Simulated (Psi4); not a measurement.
# CHClFN (SMILES [H]/N=C(/F)Cl) at MN15/aug-cc-pVDZ (density fitting with cc-pvdz-jkfit, sweep point 2)

Wanted: the energy of CHClFN. 

Program for the calculation: Psi4 1.11.

45 further runs of the same task are left out: 1 that didn't finish, 44 set aside as unsound or not needed.

### Step 1. The structure to begin with

The species is CHClFN (5 atoms), meant as a singlet with charge 0. As SMILES, `[H]/N=C(/F)Cl`. The shape is that of a PBE0-D4/def2-TZVP optimisation.

Bond lengths: N1–C2 1.237 Å, C2–F3 1.314 Å, C2–Cl4 1.729 Å, N1–H5 1.013 Å. Angles: N1–C2–F3 121.4°, N1–C2–Cl4 128.7°, F3–C2–Cl4 110.0°, C2–N1–H5 112.7°.

### Step 2. The energy at MN15/aug-cc-pVDZ (density fitting with cc-pvdz-jkfit, sweep point 2)

job.py reads:

```python
import psi4

psi4.set_memory('1600 MB')
psi4.set_num_threads(1)
psi4.core.set_output_file('run.log', False)

mol = psi4.geometry("""
0 1
N      0.60679106     1.77728742     0.51854085
C      0.26059323    -0.51891879     0.24282981
F      1.53124508    -2.18716902     1.57244111
Cl    -1.80185386    -2.04411675    -1.78238968
H     -0.50266715     2.83383330    -0.62984572
units au
symmetry c1
""")

options = {'basis': 'aug-cc-pVDZ', 'reference': 'rks', 'puream': True, 'scf_type': 'df', 'dft_radial_points': 99, 'dft_spherical_points': 590, 'df_basis_scf': 'cc-pvdz-jkfit'}
psi4.set_options(options)

E = psi4.energy("mn15", molecule=mol)
print(f'total energy {E:.8f} hartree = {E * 27.211386:.5f} eV')
```

The run is started by

```
$ python job.py
```

run.log:

```text
[...]
  Running in c1 symmetry.
[...]
  Nuclear repulsion =  151.881150928917663
[...]
  Multiplicity = 1
[...]
  Nalpha       = 20
  Nbeta        = 20
[...]
    Number of basis functions: 105
[...]
   @DF-RKS iter   1:  -652.97834689584795   -3.17817e-02   7.11566e-03 ADIIS/DIIS
[...]
   @DF-RKS iter   9:  -653.21610561320199   -1.88090e-07   8.83517e-07 DIIS
[...]
    Orbital Energies [Eh]
    ---------------------
    Doubly Occupied:
       1A   -100.423870     2A    -24.363866     3A    -14.137236
       4A    -10.257213     5A     -9.209530     6A     -7.240803
       7A     -7.226445     8A     -7.225256     9A     -1.325504
      10A     -1.011313    11A     -0.914952    12A     -0.704620
      13A     -0.616863    14A     -0.581685    15A     -0.575888
      16A     -0.495412    17A     -0.437666    18A     -0.413658
      19A     -0.368435    20A     -0.365407
[...]
  @DF-RKS Final Energy:  -653.21610561320199
   => Energetics <=
    Nuclear Repulsion Energy =            151.8811509289176627
    One-Electron Energy =               -1201.9553272431116966
    Two-Electron Energy =                 426.0883694315352841
    DFT Exchange-Correlation Energy =     -29.2302987305431721
    Empirical Dispersion Energy =           0.0000000000000000
    VV10 Nonlocal Energy =                  0.0000000000000000
    Total Energy =                       -653.2161056132019894
[...]
 Multipole Moments:
 ------------------------------------------------------------------------------------
     Multipole            Electronic (a.u.)      Nuclear  (a.u.)        Total (a.u.)
 ------------------------------------------------------------------------------------
 L = 1.  Multiply by 2.5417464519 to convert [e a0] to [Debye]
 Dipole X            :         -0.1773679           -0.2795380           -0.4569059
 Dipole Y            :         -2.8082246            2.9324337            0.1242091
 Dipole Z            :         -0.0899729           -0.3731755           -0.4631483
 Magnitude           :                                                    0.6623422
[...]
```

Standard output:

```text
total energy -653.21610561 hartree = -17774.91559 eV
```

Run time: 22 s. Hardware: 1 thread of Intel Xeon Platinum 8488C (Sapphire Rapids), shared host; peak memory 1.3 GiB.

### Step 3. Results

Level: MN15/aug-cc-pVDZ (density fitting with cc-pvdz-jkfit, sweep point 2).

```
     quantity          value
 total energy  -653.21611 Eh
dipole moment         1.68 D
  HOMO energy       -9.94 eV
  LUMO energy        0.11 eV
HOMO–LUMO gap       10.06 eV
```
